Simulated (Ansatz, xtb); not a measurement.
**Relaxing a trial structure of AlH6Si2**

The starting geometry of this gas-phase doublet has its atoms placed at random.

```xyz
9

Al    0.0548    1.2193    0.2603
Si    0.9694   -0.5190   -0.5905
Si   -2.0201   -0.6778    1.2604
H    -0.6529   -1.2275    0.5069
H    -0.5993   -0.6188    1.9024
H     0.4964    0.7699   -1.5688
H     1.3351   -0.3930    0.5566
H     1.7192    0.5112    0.8802
H    -1.7149    1.3492    0.8002
```

**Question.** Guess where an optimisation with r2SCAN-D4/def2-SVP ends from this start.

**Answer.** It ends as a structure with H4 bridging Si3 and Si2, H5 bridging Si3 and Al1, H6 bridging Si2 and Al1, given below by its coordinates. Distances that change by over a tenth: Al1–Si2 (2.14 → 2.89 Å), Al1–H5 (2.55 → 1.95 Å), Si2–H7 (1.21 → 1.52 Å). Contacts that close: Al1–H6 (1.93 → 1.82 Å), Al1–H8 (1.91 → 1.60 Å), Si2–H4 (2.08 → 1.67 Å), Si3–H9 (2.10 → 1.57 Å).

The energy falls by 7.87 eV over 24 steps:

| step | E − E(last) (eV) |
| --- | --- |
| 1 | 7.866 |
| 4 | 1.356 |
| 6 | 0.376 |
| 9 | 0.023 |
| 11 | 0.012 |
| 14 | 0.011 |
| 16 | 0.011 |
| 19 | 0.009 |
| 21 | 0.002 |
| 24 | 0.000 |

Final geometry (Å):

```xyz
9

Al    0.2636    1.3662    0.6356
Si    0.4783   -1.0405   -0.9442
Si   -1.6330   -0.4963    1.2403
H    -0.9219   -1.2858   -0.0680
H    -0.3168    0.0136    1.9162
H     0.4002    0.5665   -0.9901
H     1.3783   -1.0275    0.2856
H     1.6387    1.4460    1.4561
H    -1.6997    0.8712    0.4761
```

From the same start GFN2-xTB ends elsewhere, differing in Al1–Si2 (2.45 against 2.89 Å here), Al1–H4 (1.59 against 2.99 Å here), Al1–H5 (3.44 against 1.95 Å here), Si2–H4 (3.20 against 1.67 Å here), Si2–H6 (3.12 against 1.61 Å here), Si3–H4 (3.10 against 1.69 Å here).

From so rough a start the end depends on the optimiser's path, so another program may land elsewhere. The end wasn't checked by frequencies. Open shells are spin-unrestricted. Run with Ansatz 0.2.0, 2.4 min on 2 threads of Intel(R) Xeon(R) Platinum 8259CL CPU @ 2.50GHz (Skylake/Cascade Lake) (shared host).
